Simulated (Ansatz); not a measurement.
**AlH₃ (triplet): RPA-PBE over a scan of the distance Al1–H2, cc-pVDZ**

Aim: run AlH₃ (triplet) with these functionals over a scan of the distance Al1–H2, and hold them against the top wave-function level at the same points.

Computed with Ansatz 0.2.0, Gaussian basis. Level: cc-pVDZ, all electrons in the functionals, frozen cores in the correlation of double hybrids and RPA.

To be run: RPA-PBE, at 1.243 Å; 1.413 Å; 1.590 Å; 1.766 Å; 1.925 Å; 2.246 Å; 2.572 Å; 2.991 Å; 3.518 Å; 4.194 Å; 5.502 Å.

16 further runs of the same task are left out: 12 that didn't finish, 4 set aside as unsound or not needed.

## Step 1: What is computed

The geometry derives from a PBE0/def2-TZVP stationary point (not a proven minimum). One bond is set to the value named and the two fragments are kept rigid.

4 atoms, charge 0, spin multiplicity 3.

Atoms are counted from 1 here; the program's logs count them from 0.

Bond lengths: Al1–H2 1.590 Å, Al1–H3 1.843 Å, Al1–H4 1.843 Å, H3–H4 0.841 Å. Angles: H2–Al1–H3 101.8°, H2–Al1–H4 101.8°, H3–Al1–H4 26.4°, Al1–H3–H4 76.8°, Al1–H4–H3 76.8°.

No dispersion term is added.

The geometry shown and the zero of energy belong to the point 1.590 Å. The yardstick, FCI, and other wave-function levels (R restricted, U unrestricted, valence and pair active spaces) come from earlier runs.

## Step 2: RPA-PBE, 1.243 Å

File in.yaml:

```yaml
crystal:
  periodic: [false, false, false]
  atoms:
    - {symbol: Al, position_ang: [0.000000, 0.063816, -0.100455]}
    - {symbol: H, position_ang: [0.000000, -1.067562, -0.615267]}
    - {symbol: H, position_ang: [0.420650, -0.320370, 1.652169]}
    - {symbol: H, position_ang: [-0.420650, -0.320370, 1.652169]}
basis:
  gaussian: {orbitals: cc-pVDZ}
magnetization: {spin_polarized: true, initial_magnetization: 2}
hamiltonian: {xc: {name: PBE}}
correlation: {method: rpa, electrons: outside_noble_gas}
```

The run is started by

```
> ansatz run in.yaml --threads 1 --pin off --events-out ev --progress --plain --max-ram 2393MiB
```

Standard output:

```text
Functional definition: PBE
  name "PBE"
  cite "Perdew, Burke & Ernzerhof, Phys. Rev. Lett. 77, 3865 (1996) doi:10.1103/PhysRevLett.77.3865"
  parent pbe
  parameter kappa = 0.804
  parameter beta = 0.06672455060314922
  exchange = pbe_x(kappa = kappa, mu = beta*pi^2/3)
  correlation = pbe_c(beta = beta)
310 factors; integrals over basis functions are off by at most 1.0e-3 eV
mean field evaluation 1: about -6635.6072 eV, gradient 1.1e1 eV
mean field evaluation 2: about -6635.6064 eV, gradient 1.1e1 eV
mean field evaluation 4: about -6636.7314 eV, gradient 1.0e0 eV
mean field evaluation 8: about -6636.7443 eV, gradient 6.2e-3 eV
mean field evaluation 16: about -6636.7443 eV, gradient 1.8e-6 eV
mean field -6636.74433558 eV, -243.8958557857 hartree, gradient 1.8e-6 eV, S^2 2.001157; 0 other end points of the search recorded, 0 dependent functions left out
5 core orbitals not correlated: weight in the atoms' cores, before any rotation towards them, 1.000 or more for the frozen orbitals, at most 0.000 for the correlated occupied ones
reference -6625.47014211 eV, -243.4815368175 hartree; 4, 2 occupied and 24, 26 virtual orbitals, 310 factors
Total energy: -6630.19015470 eV, -243.6549940810 hartree
```

It took 0.78 s on 1 thread of Arm Neoverse V1, shared host.

From the report: ⟨S²⟩ of the determinant 2.001 (pure triplet: 2.00).

## Step 3: RPA-PBE, 1.413 Å

File in.yaml:

```yaml
crystal:
  periodic: [false, false, false]
  atoms:
    - {symbol: Al, position_ang: [0.000000, 0.069014, -0.098090]}
    - {symbol: H, position_ang: [0.000000, -1.217098, -0.683311]}
    - {symbol: H, position_ang: [0.420650, -0.315172, 1.654534]}
    - {symbol: H, position_ang: [-0.420650, -0.315172, 1.654534]}
basis:
  gaussian: {orbitals: cc-pVDZ}
magnetization: {spin_polarized: true, initial_magnetization: 2}
hamiltonian: {xc: {name: PBE}}
correlation: {method: rpa, electrons: outside_noble_gas}
```

Same command.

Standard output, cut to the lines that bear on the results:

```text
Functional definition: PBE
  name "PBE"
  cite "Perdew, Burke & Ernzerhof, Phys. Rev. Lett. 77, 3865 (1996) doi:10.1103/PhysRevLett.77.3865"
  parent pbe
[...]
310 factors; integrals over basis functions are off by at most 9.5e-4 eV
[...]
mean field -6637.77921572 eV, -243.9338869295 hartree, gradient 3.3e-6 eV, S^2 2.001195; 0 other end points of the search recorded, 0 dependent functions left out
5 core orbitals not correlated: weight in the atoms' cores, before any rotation towards them, 1.000 or more for the frozen orbitals, at most 0.000 for the correlated occupied ones
reference -6626.49351847 eV, -243.5191452052 hartree; 4, 2 occupied and 24, 26 virtual orbitals, 310 factors
Total energy: -6631.21735417 eV, -243.6927429651 hartree
```

Run time: 0.81 s. Hardware: 1 thread of Arm Neoverse V1, shared host.

From the report: ⟨S²⟩ of the determinant 2.001 (pure triplet: 2.00).

## Step 4: RPA-PBE, 1.590 Å

File in.yaml:

```yaml
crystal:
  periodic: [false, false, false]
  atoms:
    - {symbol: Al, position_ang: [0.000000, 0.074413, -0.095633]}
    - {symbol: H, position_ang: [0.000000, -1.372409, -0.753982]}
    - {symbol: H, position_ang: [0.420650, -0.309773, 1.656991]}
    - {symbol: H, position_ang: [-0.420650, -0.309773, 1.656991]}
basis:
  gaussian: {orbitals: cc-pVDZ}
magnetization: {spin_polarized: true, initial_magnetization: 2}
hamiltonian: {xc: {name: PBE}}
correlation: {method: rpa, electrons: outside_noble_gas}
```

Same command.

Standard output, cut to the lines that bear on the results:

```text
Functional definition: PBE
  name "PBE"
  cite "Perdew, Burke & Ernzerhof, Phys. Rev. Lett. 77, 3865 (1996) doi:10.1103/PhysRevLett.77.3865"
  parent pbe
[...]
310 factors; integrals over basis functions are off by at most 9.4e-4 eV
[...]
mean field -6638.07449845 eV, -243.9447383695 hartree, gradient 6.6e-7 eV, S^2 2.001345; 0 other end points of the search recorded, 0 dependent functions left out
5 core orbitals not correlated: weight in the atoms' cores, before any rotation towards them, 1.000 or more for the frozen orbitals, at most 0.000 for the correlated occupied ones
reference -6626.72578958 eV, -243.5276810111 hartree; 4, 2 occupied and 24, 26 virtual orbitals, 310 factors
Total energy: -6631.48514604 eV, -243.7025841348 hartree
```

It took 0.78 s on 1 thread of Arm Neoverse V1, shared host.

From the report: ⟨S²⟩ of the determinant 2.001 (pure triplet: 2.00).

## Step 5: RPA-PBE, 1.766 Å

File in.yaml:

```yaml
crystal:
  periodic: [false, false, false]
  atoms:
    - {symbol: Al, position_ang: [0.000000, 0.079807, -0.093178]}
    - {symbol: H, position_ang: [0.000000, -1.527606, -0.824601]}
    - {symbol: H, position_ang: [0.420650, -0.304379, 1.659446]}
    - {symbol: H, position_ang: [-0.420650, -0.304379, 1.659446]}
basis:
  gaussian: {orbitals: cc-pVDZ}
magnetization: {spin_polarized: true, initial_magnetization: 2}
hamiltonian: {xc: {name: PBE}}
correlation: {method: rpa, electrons: outside_noble_gas}
```

Same command.

Standard output, cut to the lines that bear on the results:

```text
Functional definition: PBE
  name "PBE"
  cite "Perdew, Burke & Ernzerhof, Phys. Rev. Lett. 77, 3865 (1996) doi:10.1103/PhysRevLett.77.3865"
  parent pbe
[...]
310 factors; integrals over basis functions are off by at most 1.1e-3 eV
[...]
mean field -6637.96897760 eV, -243.9408605498 hartree, gradient 1.1e-6 eV, S^2 2.001903; 0 other end points of the search recorded, 0 dependent functions left out
5 core orbitals not correlated: weight in the atoms' cores, before any rotation towards them, 1.000 or more for the frozen orbitals, at most 0.000 for the correlated occupied ones
reference -6626.52552922 eV, -243.5203215786 hartree; 4, 2 occupied and 24, 26 virtual orbitals, 310 factors
Total energy: -6631.34911869 eV, -243.6975852221 hartree
```

Run time: 0.81 s. Hardware: 1 thread of Arm Neoverse V1, shared host.

From the report: ⟨S²⟩ of the determinant 2.002 (pure triplet: 2.00).

From 1.590 Å: +13.1 kJ/mol.

## Step 6: RPA-PBE, 1.925 Å

File in.yaml:

```yaml
crystal:
  periodic: [false, false, false]
  atoms:
    - {symbol: Al, position_ang: [0.000000, 0.084669, -0.090966]}
    - {symbol: H, position_ang: [0.000000, -1.667466, -0.888242]}
    - {symbol: H, position_ang: [0.420650, -0.299517, 1.661658]}
    - {symbol: H, position_ang: [-0.420650, -0.299517, 1.661658]}
basis:
  gaussian: {orbitals: cc-pVDZ}
magnetization: {spin_polarized: true, initial_magnetization: 2}
hamiltonian: {xc: {name: PBE}}
correlation: {method: rpa, electrons: outside_noble_gas}
```

Same command.

Standard output, cut to the lines that bear on the results:

```text
Functional definition: PBE
  name "PBE"
  cite "Perdew, Burke & Ernzerhof, Phys. Rev. Lett. 77, 3865 (1996) doi:10.1103/PhysRevLett.77.3865"
  parent pbe
[...]
310 factors; integrals over basis functions are off by at most 1.2e-3 eV
[...]
mean field -6637.71241135 eV, -243.9314319139 hartree, gradient 4.4e-6 eV, S^2 2.003399; 0 other end points of the search recorded, 0 dependent functions left out
5 core orbitals not correlated: weight in the atoms' cores, before any rotation towards them, 1.000 or more for the frozen orbitals, at most 0.000 for the correlated occupied ones
reference -6626.17014406 eV, -243.5072614148 hartree; 4, 2 occupied and 24, 26 virtual orbitals, 310 factors
Total energy: -6631.06772855 eV, -243.6872443252 hartree
```

It took 0.72 s on 1 thread of Arm Neoverse V1, shared host.

From the report: ⟨S²⟩ of the determinant 2.003 (pure triplet: 2.00).

From 1.590 Å: +40.3 kJ/mol.

## Step 7: RPA-PBE, 2.246 Å

File in.yaml:

```yaml
crystal:
  periodic: [false, false, false]
  atoms:
    - {symbol: Al, position_ang: [0.000000, 0.094484, -0.086500]}
    - {symbol: H, position_ang: [0.000000, -1.949825, -1.016724]}
    - {symbol: H, position_ang: [0.420650, -0.289702, 1.666124]}
    - {symbol: H, position_ang: [-0.420650, -0.289702, 1.666124]}
basis:
  gaussian: {orbitals: cc-pVDZ}
magnetization: {spin_polarized: true, initial_magnetization: 2}
hamiltonian: {xc: {name: PBE}}
correlation: {method: rpa, electrons: outside_noble_gas}
```

Same command.

Standard output, cut to the lines that bear on the results:

```text
Functional definition: PBE
  name "PBE"
  cite "Perdew, Burke & Ernzerhof, Phys. Rev. Lett. 77, 3865 (1996) doi:10.1103/PhysRevLett.77.3865"
  parent pbe
[...]
310 factors; integrals over basis functions are off by at most 1.0e-3 eV
[...]
mean field -6637.08640317 eV, -243.9084265379 hartree, gradient 7.9e-6 eV, S^2 2.014295; 0 other end points of the search recorded, 0 dependent functions left out
5 core orbitals not correlated: weight in the atoms' cores, before any rotation towards them, 1.000 or more for the frozen orbitals, at most 0.000 for the correlated occupied ones
reference -6625.39283173 eV, -243.4786957136 hartree; 4, 2 occupied and 24, 26 virtual orbitals, 310 factors
Total energy: -6630.40947651 eV, -243.6630540088 hartree
```

Wall time 0.81 s (1 thread of Arm Neoverse V1, shared host).

From the report: ⟨S²⟩ of the determinant 2.014 (pure triplet: 2.00).

From 1.590 Å: +103.8 kJ/mol.

## Step 8: RPA-PBE, 2.572 Å

File in.yaml:

```yaml
crystal:
  periodic: [false, false, false]
  atoms:
    - {symbol: Al, position_ang: [0.000000, 0.104451, -0.081965]}
    - {symbol: H, position_ang: [0.000000, -2.236583, -1.147208]}
    - {symbol: H, position_ang: [0.420650, -0.279735, 1.670659]}
    - {symbol: H, position_ang: [-0.420650, -0.279735, 1.670659]}
basis:
  gaussian: {orbitals: cc-pVDZ}
magnetization: {spin_polarized: true, initial_magnetization: 2}
hamiltonian: {xc: {name: PBE}}
correlation: {method: rpa, electrons: outside_noble_gas}
```

Launched as before.

Standard output, cut to the lines that bear on the results:

```text
Functional definition: PBE
  name "PBE"
  cite "Perdew, Burke & Ernzerhof, Phys. Rev. Lett. 77, 3865 (1996) doi:10.1103/PhysRevLett.77.3865"
  parent pbe
[...]
310 factors; integrals over basis functions are off by at most 9.0e-4 eV
[...]
mean field -6636.59977008 eV, -243.8905431014 hartree, gradient 2.0e-6 eV, S^2 2.031234; 1 other end points of the search recorded, 0 dependent functions left out
5 core orbitals not correlated: weight in the atoms' cores, before any rotation towards them, 1.000 or more for the frozen orbitals, at most 0.000 for the correlated occupied ones
reference -6625.00064706 eV, -243.4642831927 hartree; 4, 2 occupied and 24, 26 virtual orbitals, 310 factors
Total energy: -6629.93392300 eV, -243.6455777396 hartree
```

It took 1.1 s on 1 thread of Arm Neoverse V1, shared host.

From the report: ⟨S²⟩ of the determinant 2.031 (pure triplet: 2.00).

From 1.590 Å: +149.7 kJ/mol.

## Step 9: RPA-PBE, 2.991 Å

File in.yaml:

```yaml
crystal:
  periodic: [false, false, false]
  atoms:
    - {symbol: Al, position_ang: [0.000000, 0.117262, -0.076135]}
    - {symbol: H, position_ang: [0.000000, -2.605146, -1.314915]}
    - {symbol: H, position_ang: [0.420650, -0.266924, 1.676489]}
    - {symbol: H, position_ang: [-0.420650, -0.266924, 1.676489]}
basis:
  gaussian: {orbitals: cc-pVDZ}
magnetization: {spin_polarized: true, initial_magnetization: 2}
hamiltonian: {xc: {name: PBE}}
correlation: {method: rpa, electrons: outside_noble_gas}
```

Same command.

Standard output, cut to the lines that bear on the results:

```text
Functional definition: PBE
  name "PBE"
  cite "Perdew, Burke & Ernzerhof, Phys. Rev. Lett. 77, 3865 (1996) doi:10.1103/PhysRevLett.77.3865"
  parent pbe
[...]
310 factors; integrals over basis functions are off by at most 9.2e-4 eV
[...]
mean field -6636.31997507 eV, -243.8802608245 hartree, gradient 2.2e-6 eV, S^2 2.019954; 5 other end points of the search recorded, 0 dependent functions left out
5 core orbitals not correlated: weight in the atoms' cores, before any rotation towards them, 1.000 or more for the frozen orbitals, at most 0.000 for the correlated occupied ones
reference -6625.02751218 eV, -243.4652704678 hartree; 4, 2 occupied and 24, 26 virtual orbitals, 310 factors
Total energy: -6629.75320236 eV, -243.6389363786 hartree
```

Wall time 1.9 s (1 thread of Arm Neoverse V1, shared host).

From the report: ⟨S²⟩ of the determinant 2.020 (pure triplet: 2.00).

From 1.590 Å: +167.1 kJ/mol.

## Step 10: RPA-PBE, 3.518 Å

File in.yaml:

```yaml
crystal:
  periodic: [false, false, false]
  atoms:
    - {symbol: Al, position_ang: [0.000000, 0.133376, -0.068803]}
    - {symbol: H, position_ang: [0.000000, -3.068708, -1.525851]}
    - {symbol: H, position_ang: [0.420650, -0.250810, 1.683821]}
    - {symbol: H, position_ang: [-0.420650, -0.250810, 1.683821]}
basis:
  gaussian: {orbitals: cc-pVDZ}
magnetization: {spin_polarized: true, initial_magnetization: 2}
hamiltonian: {xc: {name: PBE}}
correlation: {method: rpa, electrons: outside_noble_gas}
```

The command is unchanged.

Standard output, cut to the lines that bear on the results:

```text
Functional definition: PBE
  name "PBE"
  cite "Perdew, Burke & Ernzerhof, Phys. Rev. Lett. 77, 3865 (1996) doi:10.1103/PhysRevLett.77.3865"
  parent pbe
[...]
312 factors; integrals over basis functions are off by at most 9.2e-4 eV
[...]
mean field -6636.24223669 eV, -243.8774039919 hartree, gradient 9.6e-6 eV, S^2 2.007399; 6 other end points of the search recorded, 0 dependent functions left out
5 core orbitals not correlated: weight in the atoms' cores, before any rotation towards them, 1.000 or more for the frozen orbitals, at most 0.000 for the correlated occupied ones
reference -6625.08767522 eV, -243.4674814186 hartree; 4, 2 occupied and 24, 26 virtual orbitals, 312 factors
Total energy: -6629.76164803 eV, -243.6392467514 hartree
```

Wall time 2.1 s (1 thread of Arm Neoverse V1, shared host).

From the report: ⟨S²⟩ of the determinant 2.007 (pure triplet: 2.00).

From 1.590 Å: +166.3 kJ/mol.

## Step 11: RPA-PBE, 4.194 Å

File in.yaml:

```yaml
crystal:
  periodic: [false, false, false]
  atoms:
    - {symbol: Al, position_ang: [0.000000, 0.154045, -0.059398]}
    - {symbol: H, position_ang: [0.000000, -3.663334, -1.796424]}
    - {symbol: H, position_ang: [0.420650, -0.230141, 1.693226]}
    - {symbol: H, position_ang: [-0.420650, -0.230141, 1.693226]}
basis:
  gaussian: {orbitals: cc-pVDZ}
magnetization: {spin_polarized: true, initial_magnetization: 2}
hamiltonian: {xc: {name: PBE}}
correlation: {method: rpa, electrons: outside_noble_gas}
```

Launched as before.

Standard output, cut to the lines that bear on the results:

```text
Functional definition: PBE
  name "PBE"
  cite "Perdew, Burke & Ernzerhof, Phys. Rev. Lett. 77, 3865 (1996) doi:10.1103/PhysRevLett.77.3865"
  parent pbe
[...]
312 factors; integrals over basis functions are off by at most 9.3e-4 eV
[...]
mean field -6636.22313076 eV, -243.8767018620 hartree, gradient 5.2e-6 eV, S^2 2.006074; 6 other end points of the search recorded, 0 dependent functions left out
5 core orbitals not correlated: weight in the atoms' cores, before any rotation towards them, 1.000 or more for the frozen orbitals, at most 0.000 for the correlated occupied ones
reference -6625.10507500 eV, -243.4681208487 hartree; 4, 2 occupied and 24, 26 virtual orbitals, 312 factors
Total energy: -6629.77119073 eV, -243.6395974390 hartree
```

Wall time 1.9 s (1 thread of Arm Neoverse V1, shared host).

From the report: ⟨S²⟩ of the determinant 2.006 (pure triplet: 2.00).

From 1.590 Å: +165.4 kJ/mol.

## Step 12: RPA-PBE, 5.502 Å

File in.yaml:

```yaml
crystal:
  periodic: [false, false, false]
  atoms:
    - {symbol: Al, position_ang: [0.000000, 0.194037, -0.041200]}
    - {symbol: H, position_ang: [0.000000, -4.813883, -2.319959]}
    - {symbol: H, position_ang: [0.420650, -0.190149, 1.711424]}
    - {symbol: H, position_ang: [-0.420650, -0.190149, 1.711424]}
basis:
  gaussian: {orbitals: cc-pVDZ}
magnetization: {spin_polarized: true, initial_magnetization: 2}
hamiltonian: {xc: {name: PBE}}
correlation: {method: rpa, electrons: outside_noble_gas}
```

Launched as before.

Standard output, cut to the lines that bear on the results:

```text
Functional definition: PBE
  name "PBE"
  cite "Perdew, Burke & Ernzerhof, Phys. Rev. Lett. 77, 3865 (1996) doi:10.1103/PhysRevLett.77.3865"
  parent pbe
[...]
311 factors; integrals over basis functions are off by at most 9.4e-4 eV
[...]
mean field -6636.21456676 eV, -243.8763871406 hartree, gradient 4.8e-6 eV, S^2 2.006021; 6 other end points of the search recorded, 0 dependent functions left out
5 core orbitals not correlated: weight in the atoms' cores, before any rotation towards them, 1.000 or more for the frozen orbitals, at most 0.000 for the correlated occupied ones
reference -6625.11167652 eV, -243.4683634500 hartree; 4, 2 occupied and 24, 26 virtual orbitals, 311 factors
Total energy: -6629.77466237 eV, -243.6397250195 hartree
```

Run time: 1.9 s. Hardware: 1 thread of Arm Neoverse V1, shared host.

From the report: ⟨S²⟩ of the determinant 2.006 (pure triplet: 2.00).

From 1.590 Å: +165.0 kJ/mol.

## Step 13: The comparison

The yardstick is full CI for this spin, exact in this basis with these frozen cores. It comes from earlier runs at the same points. Energies in kJ/mol, counted from 1.590 Å; blanks weren't run or aren't comparable.

| level | 1.243 Å | 1.413 Å | 1.590 Å | 1.766 Å | 1.925 Å | 2.246 Å | 2.572 Å | 2.991 Å | 3.518 Å | 4.194 Å | 5.502 Å |
| --- | --- | --- | --- | --- | --- | --- | --- | --- | --- | --- | --- |
| FCI | 124.1 | 25.2 | 0.0 | 14.1 | 42.2 | 106.5 | 150.4 | 168.4 | 171.1 | 171.3 | 171.5 |
| RPA-PBE | 124.9 | 25.8 | 0.0 | 13.1 | 40.3 | 103.8 | 149.7 | 167.1 | 166.3 | 165.4 | 165.0 |

Largest miss and mean time a point (FCI took 28 s a point; shared hosts):

```csv
level,largest miss (kJ/mol),where,time a point
RPA-PBE,-6.4,5.502 Å,1.2 s
```

## Step 14: Results

| quantity | value |
| --- | --- |
| span of the FCI curve | 171.5 kJ/mol |
| largest miss, RPA-PBE | -6.4 kJ/mol (5.502 Å) |

**Reading.** RPA-PBE strays by up to 6.4 kJ/mol, at 5.502 Å. Functionals and the yardstick converge differently with the basis, so part of each miss in cc-pVDZ is the basis.
